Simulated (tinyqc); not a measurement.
CCSD on RHF in the sto-6g basis, for BH3, spin multiplicity 1, step by step (part 1 of 2). Computed by tinyqc, a small Python program that keeps every step (integrals from PySCF). Settings: charge = 0, multiplicity = 1, basis = sto-6g, method = RHF, energy threshold = 1e-10, iteration cap = 83, orthogonalisation = canonical, start = atomic densities, DIIS depth = 6, amplitude equations = CCSD, DIIS depth for amplitudes = 6, cap on updates = 68. Command: `OMP_NUM_THREADS=1 python tinyqc.py 22869 22870 out.jsonl` (the two numbers bound the seeds that draw the settings). One thread of a shared host (Intel(R) Xeon(R) Processor @ 2.60GHz), about 0.5 s of CPU time with the checks. The early iterations of the SCF are left out here.

## One-electron integrals

Geometry (angstrom):

| atom | x | y | z |
|---|---|---|---|
| B | 0.000000 | 0.000000 | 0.017000 |
| H | 1.343000 | 0.000000 | 0.000000 |
| H | -0.671000 | 1.163000 | 0.000000 |
| H | -0.671000 | -1.163000 | 0.000000 |

Basis sto-6g: exponents (1/bohr^2) and contraction coefficients of normalised primitives:

| element | l (shell) | exponent | coefficient |
|---|---|---|---|
| B | s (1) | 506.011147 | 0.009164 |
| B | s (1) | 92.776814 | 0.049362 |
| B | s (1) | 25.955658 | 0.168538 |
| B | s (1) | 8.916445 | 0.370563 |
| B | s (1) | 3.462507 | 0.416492 |
| B | s (1) | 1.426054 | 0.130334 |
| B | s (2) | 23.194575 | -0.013253 |
| B | s (2) | 4.590810 | -0.046992 |
| B | s (2) | 1.426819 | -0.033785 |
| B | s (2) | 0.548948 | 0.250242 |
| B | s (2) | 0.238410 | 0.595117 |
| B | s (2) | 0.109280 | 0.240706 |
| B | p (3) | 23.194575 | 0.003760 |
| B | p (3) | 4.590810 | 0.037679 |
| B | p (3) | 1.426819 | 0.173897 |
| B | p (3) | 0.548948 | 0.418036 |
| B | p (3) | 0.238410 | 0.425859 |
| B | p (3) | 0.109280 | 0.101708 |
| H | s (1) | 35.523221 | 0.009164 |
| H | s (1) | 6.513144 | 0.049361 |
| H | s (1) | 1.822143 | 0.168538 |
| H | s (1) | 0.625955 | 0.370563 |
| H | s (1) | 0.243077 | 0.416492 |
| H | s (1) | 0.100112 | 0.130334 |

Overlap, kinetic and nuclear-attraction integrals over the contracted functions; the nuclear repulsion is the sum of Za Zb / Rab.

nuclear repulsion = 6.59341566 hartree

overlap S, lower triangle:
```
           1B 1s     1B 2s     1B 2px     1B 2py     1B 2pz     2H 1s     3H 1s     4H 1s
1B 1s   1.000000
1B 2s   0.264891  1.000000
1B 2px  0.000000  0.000000   1.000000
1B 2py  0.000000  0.000000   0.000000   1.000000
1B 2pz  0.000000  0.000000   0.000000   0.000000   1.000000
2H 1s   0.048899  0.400410   0.433456   0.000000  -0.005487  1.000000
3H 1s   0.048934  0.400557  -0.216675   0.375549  -0.005490  0.070255  1.000000
4H 1s   0.048934  0.400557  -0.216675  -0.375549  -0.005490  0.070255  0.070216  1.000000
```

kinetic energy T (hartree), lower triangle:
```
            1B 1s     1B 2s     1B 2px     1B 2py     1B 2pz      2H 1s      3H 1s     4H 1s
1B 1s   10.947243
1B 2s   -0.333880  0.374498
1B 2px   0.000000  0.000000   1.125026
1B 2py   0.000000  0.000000   0.000000   1.125026
1B 2pz   0.000000  0.000000   0.000000   0.000000   1.125026
2H 1s   -0.011421  0.054318   0.163463   0.000000  -0.002069   0.768522
3H 1s   -0.011423  0.054378  -0.081751   0.141694  -0.002071  -0.011436   0.768522
4H 1s   -0.011423  0.054378  -0.081751  -0.141694  -0.002071  -0.011436  -0.011434  0.768522
```

nuclear attraction V (hartree), lower triangle:
```
             1B 1s      1B 2s     1B 2px     1B 2py     1B 2pz      2H 1s      3H 1s      4H 1s
1B 1s   -24.573888
1B 2s    -3.057335  -4.909196
1B 2px   -0.000001  -0.000021  -4.957166
1B 2py    0.000000   0.000000   0.000000  -4.957311
1B 2pz    0.000583   0.005148   0.000000   0.000000  -4.812612
2H 1s    -0.619175  -1.661381  -1.699430   0.000000   0.022365  -3.649459
3H 1s    -0.619620  -1.662134   0.849575  -1.472542   0.022378  -0.275774  -3.649863
4H 1s    -0.619620  -1.662134   0.849575   1.472542   0.022378  -0.275774  -0.275671  -3.649863
```

core Hamiltonian H = T + V (hartree), lower triangle:
```
             1B 1s      1B 2s     1B 2px     1B 2py     1B 2pz      2H 1s      3H 1s      4H 1s
1B 1s   -13.626645
1B 2s    -3.391215  -4.534698
1B 2px   -0.000001  -0.000021  -3.832140
1B 2py    0.000000   0.000000   0.000000  -3.832284
1B 2pz    0.000583   0.005148   0.000000   0.000000  -3.687586
2H 1s    -0.630596  -1.607063  -1.535967   0.000000   0.020296  -2.880937
3H 1s    -0.631043  -1.607755   0.767824  -1.330847   0.020307  -0.287210  -2.881341
4H 1s    -0.631043  -1.607755   0.767824   1.330847   0.020307  -0.287210  -0.287105  -2.881341
```

## Two-electron integrals

Functions are numbered as in S; the eight-fold symmetry (ij|kl) = (ji|kl) = (kl|ij) leaves the list below.

Two-electron integrals (ij|kl) in chemists' order, unique and non-zero (hartree):
```
(11|11) 2.924993    (21|11) 0.480756    (21|21) 0.099484    (22|11) 0.743449
(22|21) 0.188967    (22|22) 0.544922    (31|31) 0.021096    (32|31) 0.030854
(32|32) 0.120443    (33|11) 0.743450    (33|21) 0.188967    (33|22) 0.544922
(33|33) 0.587109    (41|41) 0.021096    (42|41) 0.030854    (42|42) 0.120443
(43|43) 0.031641    (44|11) 0.743450    (44|21) 0.188967    (44|22) 0.544922
(44|33) 0.523827    (44|44) 0.587109    (51|51) 0.021096    (52|51) 0.030854
(52|52) 0.120443    (53|53) 0.031641    (54|54) 0.031641    (55|11) 0.743450
(55|21) 0.188967    (55|22) 0.544922    (55|33) 0.523827    (55|44) 0.523827
(55|55) 0.587109    (61|11) 0.091840    (61|21) 0.018416    (61|22) 0.034703
(61|31) 0.001448    (61|32) 0.002767    (61|33) 0.035081    (61|44) 0.034515
(61|51) -0.000018   (61|52) -0.000035   (61|53) -0.000007   (61|55) 0.034515
(61|61) 0.003537    (62|11) 0.226498    (62|21) 0.058593    (62|22) 0.186682
(62|31) 0.006853    (62|32) 0.040840    (62|33) 0.197401    (62|44) 0.181321
(62|51) -0.000087   (62|52) -0.000517   (62|53) -0.000204   (62|55) 0.181323
(62|61) 0.011532    (62|62) 0.089965    (63|11) 0.216724    (63|21) 0.056840
(63|22) 0.190597    (63|31) 0.011683    (63|32) 0.065422    (63|33) 0.210537
(63|44) 0.180626    (63|51) -0.000071   (63|52) -0.000478   (63|53) -0.000283
(63|55) 0.180628    (63|61) 0.011742    (63|62) 0.107331    (63|63) 0.135049
(64|41) 0.006037    (64|42) 0.027671    (64|43) 0.007575    (64|54) -0.000096
(64|64) 0.009652    (65|11) -0.002743   (65|21) -0.000719   (65|22) -0.002413
(65|31) -0.000071   (65|32) -0.000478   (65|33) -0.002473   (65|44) -0.002286
(65|51) 0.006038    (65|52) 0.027677    (65|53) 0.007578    (65|55) -0.002478
(65|61) -0.000149   (65|62) -0.001359   (65|63) -0.001587   (65|65) 0.009672
(66|11) 0.390631    (66|21) 0.103161    (66|22) 0.371340    (66|31) 0.014244
(66|32) 0.113033    (66|33) 0.414620    (66|44) 0.349696    (66|51) -0.000180
(66|52) -0.001431   (66|53) -0.000822   (66|55) 0.349706    (66|61) 0.020757
(66|62) 0.231940    (66|63) 0.300288    (66|65) -0.003801   (66|66) 0.774999
(71|11) 0.091906    (71|21) 0.018429    (71|22) 0.034728    (71|31) -0.000724
(71|32) -0.001384   (71|33) 0.034681    (71|41) 0.001255    (71|42) 0.002399
(71|43) -0.000245   (71|44) 0.034964    (71|51) -0.000018   (71|52) -0.000035
(71|53) 3.58e-06    (71|54) -0.000006   (71|55) 0.034539    (71|61) 0.003373
(71|62) 0.010447    (71|63) 0.009902    (71|64) 0.000442    (71|65) -0.000135
(71|66) 0.018290    (71|71) 0.003542    (72|11) 0.226608    (72|21) 0.058621
(72|22) 0.186765    (72|31) -0.003427   (72|32) -0.020418   (72|33) 0.185420
(72|41) 0.005939    (72|42) 0.035389    (72|43) -0.006963   (72|44) 0.193471
(72|51) -0.000087   (72|52) -0.000517   (72|53) 0.000102    (72|54) -0.000176
(72|55) 0.181405    (72|61) 0.010445    (72|62) 0.058218    (72|63) 0.055903
(72|64) 0.006914    (72|65) -0.000859   (72|66) 0.113683    (72|71) 0.011546
(72|72) 0.090036    (73|11) -0.108349   (73|21) -0.028417   (73|22) -0.095284
(73|31) 0.007451    (73|32) 0.037117    (73|33) -0.099716   (73|41) -0.002445
(73|42) -0.016347   (73|43) 0.009759    (73|44) -0.095834   (73|51) 0.000036
(73|52) 0.000239    (73|53) -0.000143   (73|54) 0.000081    (73|55) -0.090300
(73|61) -0.004564   (73|62) -0.021944   (73|63) -0.016528   (73|64) -0.001803
(73|65) 0.000320    (73|66) -0.038303   (73|71) -0.005874   (73|72) -0.053676
(73|73) 0.040998    (74|11) 0.187794    (74|21) 0.049253    (74|22) 0.165149
(74|31) -0.002445   (74|32) -0.016347   (74|33) 0.159703    (74|41) 0.010278
(74|42) 0.056018    (74|43) -0.009323   (74|44) 0.179233    (74|51) -0.000062
(74|52) -0.000414   (74|53) 0.000081    (74|54) -0.000236   (74|55) 0.156511
(74|61) 0.008794    (74|62) 0.051872    (74|63) 0.049727    (74|64) 0.011121
(74|65) -0.000750   (74|66) 0.101884    (74|71) 0.010181    (74|72) 0.093033
(74|73) -0.054314   (74|74) 0.103799    (75|11) -0.002745   (75|21) -0.000720
(75|22) -0.002414   (75|31) 0.000036    (75|32) 0.000239    (75|33) -0.002334
(75|41) -0.000062   (75|42) -0.000414   (75|43) 0.000081    (75|44) -0.002428
(75|51) 0.006041    (75|52) 0.027692    (75|53) -0.003789   (75|54) 0.006567
(75|55) -0.002480   (75|61) -0.000135   (75|62) -0.000859   (75|63) -0.000810
(75|64) -0.000098   (75|65) 0.005617    (75|66) -0.001749   (75|71) -0.000149
(75|72) -0.001360   (75|73) 0.000794    (75|74) -0.001376   (75|75) 0.009681
(76|11) 0.037523    (76|21) 0.009709    (76|22) 0.031451    (76|31) 0.000476
(76|32) 0.002884    (76|33) 0.031757    (76|41) 0.000824    (76|42) 0.004992
(76|43) 0.000270    (76|44) 0.032069    (76|51) -0.000024   (76|52) -0.000146
(76|53) -0.000022   (76|54) -0.000037   (76|55) 0.030526    (76|61) 0.001837
(76|62) 0.012852    (76|63) 0.014259    (76|64) 0.001392    (76|65) -0.000211
(76|66) 0.030006    (76|71) 0.001839    (76|72) 0.012857    (76|73) -0.005921
(76|74) 0.013050    (76|75) -0.000211   (76|76) 0.002348    (77|11) 0.390717
(77|21) 0.103183    (77|22) 0.371406    (77|31) -0.007121   (77|32) -0.056501
(77|33) 0.365974    (77|41) 0.012343    (77|42) 0.097930    (77|43) -0.028111
(77|44) 0.398478    (77|51) -0.000180   (77|52) -0.001431   (77|53) 0.000411
(77|54) -0.000712   (77|55) 0.349766    (77|61) 0.018281    (77|62) 0.113650
(77|63) 0.107371    (77|64) 0.017733    (77|65) -0.001748   (77|66) 0.227294
(77|71) 0.020777    (77|72) 0.232043    (77|73) -0.150123   (77|74) 0.260199
(77|75) -0.003803   (77|76) 0.030006    (77|77) 0.774999    (81|11) 0.091906
(81|21) 0.018429    (81|22) 0.034728    (81|31) -0.000724   (81|32) -0.001384
(81|33) 0.034681    (81|41) -0.001255   (81|42) -0.002399   (81|43) 0.000245
(81|44) 0.034964    (81|51) -0.000018   (81|52) -0.000035   (81|53) 3.58e-06
(81|54) 0.000006    (81|55) 0.034539    (81|61) 0.003373    (81|62) 0.010447
(81|63) 0.009902    (81|64) -0.000442   (81|65) -0.000135   (81|66) 0.018290
(81|71) 0.003376    (81|72) 0.010452    (81|73) -0.005332   (81|74) 0.008358
(81|75) -0.000135   (81|76) 0.001699    (81|77) 0.018293    (81|81) 0.003542
(82|11) 0.226608    (82|21) 0.058621    (82|22) 0.186765    (82|31) -0.003427
(82|32) -0.020418   (82|33) 0.185420    (82|41) -0.005939   (82|42) -0.035389
(82|43) 0.006963    (82|44) 0.193471    (82|51) -0.000087   (82|52) -0.000517
(82|53) 0.000102    (82|54) 0.000176    (82|55) 0.181405    (82|61) 0.010445
(82|62) 0.058218    (82|63) 0.055903    (82|64) -0.006914   (82|65) -0.000859
(82|66) 0.113683    (82|71) 0.010452    (82|72) 0.058235    (82|73) -0.033927
(82|74) 0.044972    (82|75) -0.000860   (82|76) 0.009222    (82|77) 0.113677
(82|81) 0.011546    (82|82) 0.090036    (83|11) -0.108349   (83|21) -0.028417
(83|22) -0.095284   (83|31) 0.007451    (83|32) 0.037117    (83|33) -0.099716
(83|41) 0.002445    (83|42) 0.016347    (83|43) -0.009759   (83|44) -0.095834
(83|51) 0.000036    (83|52) 0.000239    (83|53) -0.000143   (83|54) -0.000081
(83|55) -0.090300   (83|61) -0.004564   (83|62) -0.021944   (83|63) -0.016528
(83|64) 0.001803    (83|65) 0.000320    (83|66) -0.038303   (83|71) -0.005332
(83|72) -0.033927   (83|73) 0.024936    (83|74) -0.025758   (83|75) 0.000490
(83|76) -0.004272   (83|77) -0.069012   (83|81) -0.005874   (83|82) -0.053676
(83|83) 0.040998    (84|11) -0.187794   (84|21) -0.049253   (84|22) -0.165149
(84|31) 0.002445    (84|32) 0.016347    (84|33) -0.159703   (84|41) 0.010278
(84|42) 0.056018    (84|43) -0.009323   (84|44) -0.179233   (84|51) 0.000062
(84|52) 0.000414    (84|53) -0.000081   (84|54) -0.000236   (84|55) -0.156511
(84|61) -0.008794   (84|62) -0.051872   (84|63) -0.049727   (84|64) 0.011121
(84|65) 0.000750    (84|66) -0.101884   (84|71) -0.008358   (84|72) -0.044972
(84|73) 0.025758    (84|74) -0.030393   (84|75) 0.000653    (84|76) -0.007405
(84|77) -0.084145   (84|81) -0.010181   (84|82) -0.093033   (84|83) 0.054314
(84|84) 0.103799    (85|11) -0.002745   (85|21) -0.000720   (85|22) -0.002414
(85|31) 0.000036    (85|32) 0.000239    (85|33) -0.002334   (85|41) 0.000062
(85|42) 0.000414    (85|43) -0.000081   (85|44) -0.002428   (85|51) 0.006041
(85|52) 0.027692    (85|53) -0.003789   (85|54) -0.006567   (85|55) -0.002480
(85|61) -0.000135   (85|62) -0.000859   (85|63) -0.000810   (85|64) 0.000098
(85|65) 0.005617    (85|66) -0.001749   (85|71) -0.000135   (85|72) -0.000860
(85|73) 0.000490    (85|74) -0.000653   (85|75) 0.005619    (85|76) -0.000147
(85|77) -0.001748   (85|81) -0.000149   (85|82) -0.001360   (85|83) 0.000794
(85|84) 0.001376    (85|85) 0.009681    (86|11) 0.037523    (86|21) 0.009709
(86|22) 0.031451    (86|31) 0.000476    (86|32) 0.002884    (86|33) 0.031757
(86|41) -0.000824   (86|42) -0.004992   (86|43) -0.000270   (86|44) 0.032069
(86|51) -0.000024   (86|52) -0.000146   (86|53) -0.000022   (86|54) 0.000037
(86|55) 0.030526    (86|61) 0.001837    (86|62) 0.012852    (86|63) 0.014259
(86|64) -0.001392   (86|65) -0.000211   (86|66) 0.030006    (86|71) 0.001699
(86|72) 0.009222    (86|73) -0.004272   (86|74) 0.007405    (86|75) -0.000147
(86|76) 0.001796    (86|77) 0.017766    (86|81) 0.001839    (86|82) 0.012857
(86|83) -0.005921   (86|84) -0.013050   (86|85) -0.000211   (86|86) 0.002348
(87|11) 0.037512    (87|21) 0.009706    (87|22) 0.031438    (87|31) -0.000951
(87|32) -0.005759   (87|33) 0.032210    (87|44) 0.031590    (87|51) -0.000024
(87|52) -0.000146   (87|53) 0.000043    (87|55) 0.030514    (87|61) 0.001698
(87|62) 0.009215    (87|63) 0.008544    (87|65) -0.000147   (87|66) 0.017758
(87|71) 0.001838    (87|72) 0.012850    (87|73) -0.008328   (87|74) 0.011652
(87|75) -0.000211   (87|76) 0.001796    (87|77) 0.029987    (87|81) 0.001838
(87|82) 0.012850    (87|83) -0.008328   (87|84) -0.011652   (87|85) -0.000211
(87|86) 0.001796    (87|87) 0.002345    (88|11) 0.390717    (88|21) 0.103183
(88|22) 0.371406    (88|31) -0.007121   (88|32) -0.056501   (88|33) 0.365974
(88|41) -0.012343   (88|42) -0.097930   (88|43) 0.028111    (88|44) 0.398478
(88|51) -0.000180   (88|52) -0.001431   (88|53) 0.000411    (88|54) 0.000712
(88|55) 0.349766    (88|61) 0.018281    (88|62) 0.113650    (88|63) 0.107371
(88|64) -0.017733   (88|65) -0.001748   (88|66) 0.227294    (88|71) 0.018293
(88|72) 0.113677    (88|73) -0.069012   (88|74) 0.084145    (88|75) -0.001748
(88|76) 0.017766    (88|77) 0.227263    (88|81) 0.020777    (88|82) 0.232043
(88|83) -0.150123   (88|84) -0.260199   (88|85) -0.003803   (88|86) 0.030006
(88|87) 0.029987    (88|88) 0.774999
```

## Orthogonalisation

S = U s U^T; canonical form X = U s^(-1/2), so that X^T S X = 1. Each column of U has its largest component positive (the first on a tie).

eigenvalues of S: 0.341365  0.432627  0.432875  0.961124  1.000296  1.496857  1.497157  1.837699

X:
```
                1          2          3          4          5          6          7          8
1B 1s   -0.377015   0.000000  -0.000204   0.949517   0.081130  -0.000024   0.000000   0.206497
1B 2s    1.280192   0.000000   0.000481  -0.023794   0.009999  -0.000015   0.000000   0.489258
1B 2px  -0.000456   0.000000   1.038645   0.000060   0.000004   0.596736   0.000000  -0.000003
1B 2py   0.000000   1.038990   0.000000   0.000000   0.000000   0.000000   0.596653   0.000000
1B 2pz  -0.015466   0.000000  -0.000004  -0.088337   0.996024   0.000001   0.000000  -0.005810
2H 1s   -0.618078   0.000000  -0.906329  -0.208533  -0.017881   0.456105   0.000000   0.295533
3H 1s   -0.618922  -0.784845   0.452724  -0.208578  -0.017885  -0.227970   0.394929   0.295610
4H 1s   -0.618922   0.784845   0.452724  -0.208578  -0.017885  -0.227970  -0.394929   0.295610
```

## Iteration 7 (converged): orbitals

converged F (hartree), lower triangle:
```
            1B 1s      1B 2s     1B 2px     1B 2py    1B 2pz      2H 1s      3H 1s      4H 1s
1B 1s   -7.533555
1B 2s   -2.112581  -1.006787
1B 2px   0.000002   0.000035  -0.131931
1B 2py   0.000000   0.000000   0.000000  -0.132117
1B 2pz  -0.000295   0.002954  -0.000001   0.000000  0.238975
2H 1s   -0.395733  -0.468307  -0.365596   0.000000  0.003303  -0.320422
3H 1s   -0.396009  -0.468502   0.182762  -0.316723  0.003305  -0.095487  -0.320606
4H 1s   -0.396009  -0.468502   0.182762   0.316723  0.003305  -0.095487  -0.095459  -0.320606
```

Diagonalise F' = X^T F X, C = X C', fill 4 alpha and 4 beta electrons from the bottom; D = 2 C_occ C_occ^T. Each column has its largest component positive (the first on a tie).

F' = X^T F X (hartree), lower triangle:
```
           1         2         3          4          5          6          7          8
1   0.403192
2   0.000000  0.613089
3  -0.000143  0.000000  0.612702
4   0.902024  0.000000  0.000640  -6.305207
5   0.075675  0.000000  0.000055  -0.582624   0.187081
6  -0.000093  0.000000  0.094409   0.000222   0.000020  -0.415632
7   0.000000  0.094381  0.000000   0.000000   0.000000   0.000000  -0.415790
8   0.245358  0.000000  0.000189  -2.471006  -0.224280   0.000127   0.000000  -1.674676
```

orbital energies (hartree): MO1 -7.535826, MO2 -0.619971, MO3 -0.424376, MO4 -0.424227, MO5 0.238911, MO6 0.527276, MO7 0.621298, MO8 0.621675

coefficients C:
```
              MO1        MO2        MO3        MO4        MO5        MO6        MO7        MO8
1B 1s    0.994568  -0.214925   0.000000  -0.000024  -0.005994  -0.239902   0.000049   0.000000
1B 2s    0.021897   0.605284   0.000000   0.000109   0.027227   1.229366  -0.000355   0.000000
1B 2px  -0.000001  -0.000077   0.000000   0.500101  -0.000001   0.000230   1.088474   0.000000
1B 2py   0.000000   0.000000   0.500068   0.000000   0.000000   0.000000   0.000000   1.088773
1B 2pz  -0.000023  -0.002059   0.000000   0.000001   0.999625  -0.029731   0.000009   0.000000
2H 1s   -0.003554   0.279412   0.000000   0.536405  -0.010588  -0.660054  -0.860833   0.000000
3H 1s   -0.003555   0.279609   0.464411  -0.268082  -0.010591  -0.660013   0.430595  -0.745837
4H 1s   -0.003555   0.279609  -0.464411  -0.268082  -0.010591  -0.660013   0.430595   0.745837
```

D after iteration 7, lower triangle:
```
            1B 1s      1B 2s     1B 2px     1B 2py     1B 2pz      2H 1s      3H 1s     4H 1s
1B 1s    2.070714
1B 2s   -0.216625   0.733696
1B 2px   0.000009   0.000016   0.500203
1B 2py   0.000000   0.000000   0.000000   0.500136
1B 2pz   0.000840  -0.002494   0.000001   0.000000   0.000008
2H 1s   -0.127200   0.338209   0.536470   0.000000  -0.001150   0.731627
3H 1s   -0.127249   0.338272  -0.268179   0.464474  -0.001152  -0.131323   0.731478
4H 1s   -0.127249   0.338272  -0.268179  -0.464474  -0.001152  -0.131323  -0.131231  0.731478
```

## Convergence

Stop when the energy changes by less than 1e-10 hartree and every element of the error matrix X^T (F D S - S D F) X is below 3e-06.

Course of the cycle:

| iteration | E (hartree) | change | largest element of the error matrix |
|---|---|---|---|
| 1 | -25.94975632 | - | 7.98e-01 |
| 2 | -26.25049918 | -3.01e-01 | 1.47e-01 |
| 3 | -26.27466885 | -2.42e-02 | 3.88e-02 |
| 4 | -26.27609337 | -1.42e-03 | 7.31e-03 |
| 5 | -26.27616153 | -6.82e-05 | 4.86e-05 |
| 6 | -26.27616153 | -3.89e-09 | 8.00e-06 |
| 7 | -26.27616153 | -9.27e-11 | 3.08e-07 |

PySCF RHF in the same basis = -26.27616153 hartree

Converged in 7 iterations.
